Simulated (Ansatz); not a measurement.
**BH3 (triplet): wave-function methods side by side, cc-pVTZ**

How much of the correlation energy of BH3 (triplet) does each wave-function method recover here?

Method: cc-pVTZ, core rule «outside noble gas», up to 1 orbitals frozen; program: Ansatz 0.2.0, Gaussian basis.

The runs, in order: UHF; CCSD(T) on ROHF; CCSD(T) on UHF; BCCD(T) on ROHF; CCSDT(Q) on ROHF; CCSDT(Q) on UHF; CASSCF and MRCISD+Q, 6 electrons in 7 orbitals; CASSCF and NEVPT2, 6 electrons in 7 orbitals.

38 further runs of the same task are left out: 8 for a known fault of the program, 12 that didn't finish, 18 set aside as unsound or not needed.

## (1) The geometry

The geometry is a PBE0/def2-TZVP stationary point (not a proven minimum).

4 atoms, charge 0, spin multiplicity 3.

Atoms are counted from 1 here; the program's logs count them from 0.

Bond lengths: B1–H2 1.281 Å, B1–H3 1.186 Å, B1–H4 1.281 Å. Angles: H2–B1–H3 117.7°, H2–B1–H4 49.8°, H3–B1–H4 117.7°.

## (2) UHF

Input file in.yaml:

```yaml
crystal:
  periodic: [false, false, false]
  atoms:
    - {symbol: B, position_ang: [-0.114887, 0.000009, 0.089052]}
    - {symbol: H, position_ang: [0.311423, 0.539087, -0.991887]}
    - {symbol: H, position_ang: [0.609492, -0.000048, 1.028622]}
    - {symbol: H, position_ang: [0.311340, -0.539134, -0.991888]}
basis:
  gaussian: {orbitals: cc-pVTZ}
magnetization: {spin_polarized: true, initial_magnetization: 2}
hamiltonian: {xc: hf}
output: {orbitals: {seedname: orbitals}}
```

The run is started by

```bash
$ ansatz run in.yaml --threads 1 --pin off --events-out ev --progress --plain --max-ram 2393MiB
```

The runs that follow: CCSD(T) on ROHF; CCSD(T) on UHF; BCCD(T) on ROHF; CCSDT(Q) on ROHF; CCSDT(Q) on UHF; CASSCF and MRCISD+Q, 6 electrons in 7 orbitals; CASSCF and NEVPT2, 6 electrons in 7 orbitals.

Q: Predict the results of all the runs planned. Wanted: UCCSDT(Q) below the RHF energy; RMP2 from UCCSDT(Q); UMP2 from UCCSDT(Q); RCCSD from UCCSDT(Q); RCCSD(T) from UCCSDT(Q); UCCSD(T) from UCCSDT(Q); RCCSDT(Q) from UCCSDT(Q); NEVPT2 valence from UCCSDT(Q); MRCISD+Q valence from UCCSDT(Q).

**Answer**, as computed:

| quantity | value |
| --- | --- |
| UCCSDT(Q) below the RHF energy | -3.5567 eV |
| RMP2 from UCCSDT(Q) | +61.9 kJ/mol |
| UMP2 from UCCSDT(Q) | +62.8 kJ/mol |
| RCCSD from UCCSDT(Q) | +10.5 kJ/mol |
| RCCSD(T) from UCCSDT(Q) | +1.7 kJ/mol |
| UCCSD(T) from UCCSDT(Q) | +1.7 kJ/mol |
| RCCSDT(Q) from UCCSDT(Q) | 0.0 kJ/mol |
| NEVPT2 valence from UCCSDT(Q) | +54.5 kJ/mol |
| MRCISD+Q valence from UCCSDT(Q) | +1.4 kJ/mol |
| levels within 1 kcal/mol (43 meV) | RCCSD(T), UCCSD(T), BCCD(T), RCCSDT, UCCSDT, RCCSDT(Q), MRCISD+Q valence |
| T1 diagnostic | 0.016 |
| effectively unpaired electrons | 2.01 |

What this shows: RCCSD(T) lands +1.7 kJ/mol from the yardstick (0.5 % of the correlation energy). One determinant dominates. Of the multireference levels listed MRCISD+Q valence comes nearest in total energy (+1.4 kJ/mol), which doesn't show that its space is the better one. These misses are within one basis, not against nature; the frozen cores of restricted and unrestricted runs differ, which can shift their rows.
